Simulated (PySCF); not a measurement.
Gas-phase reaction: 4 C3H8 → 3 C4H10 (n-butane) + 2 H

Method: PySCF energies (xtb for GFN2) plus ideal-gas RRHO corrections (1 bar). 'Table' is the NASA 1993 thermochemical table (part measured, part estimated). † marks an energy on the PBE0/def2-TZVP geometry and frequencies; other levels use their own. CCSD(T) freezes the core. 6-31G* has spherical d functions here. Open shells (unrestricted): H (multiplicity 2); the rest are closed-shell singlets. GFN2 has no spin-polarisation term. CCSD(T) isn't extrapolated to the basis-set limit.

Levels: a) CCSD(T)/def2-SVP†; b) HF/6-31G*; c) GFN2-xTB; d) ωB97M-V/def2-TZVP†.

Q: Order the levels by the distance of their ΔH°(298 K) from the table for this reaction, closest first.

A: d (-4 kJ), a (-24 kJ), c (+64 kJ), b (-91 kJ)

The table gives 477 kJ. The order holds for this reaction alone, and for the 1993 entries, some of which have been revised since.
